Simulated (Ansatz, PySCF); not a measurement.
Process, species as SMILES: CS (CH4S) + H+ -> C[SH2+]
Each molecule is optimised on its own at B3LYP-D3(BJ)/def2-TZVP (Ansatz, a program for electronic structure).

Wanted: proton affinity (0 K, with B3LYP-D3(BJ) harmonic zero-point energies from PySCF), positive where the reaction releases energy, in eV. Correlated levels leave the core frozen unless marked. No spin-orbit coupling. Non-relativistic. Basis-set limits of correlation are two-point, X^-3; Hartree-Fock from the larger set. The bracket is a focal-point correction in the basis named.

```tsv
level	program	proton affinity (eV)
HF/cc-pV(T+d)Z	Ansatz	8.14
HF/def2-TZVPD	PySCF	8.13
BP86/def2-TZVPD	PySCF	8.03
TPSS-D3(BJ)/def2-TZVPD	PySCF + dftd3	8.15
PBE0-D3(BJ)/def2-TZVPD	Ansatz + dftd3	8.06
BHLYP-D3(BJ)/def2-TZVPD	Ansatz + dftd3	8.07
HSE06-D3(BJ)/def2-TZVPD	Ansatz + dftd3	8.05
```

**Question.** What does RI-MP2/CBS(cc-pV(T+d)Z,cc-pV(Q+d)Z)+[CCSD(T)-MP2]/cc-pV(T+d)Z (Ansatz) give?

**Answer.** 7.99 eV
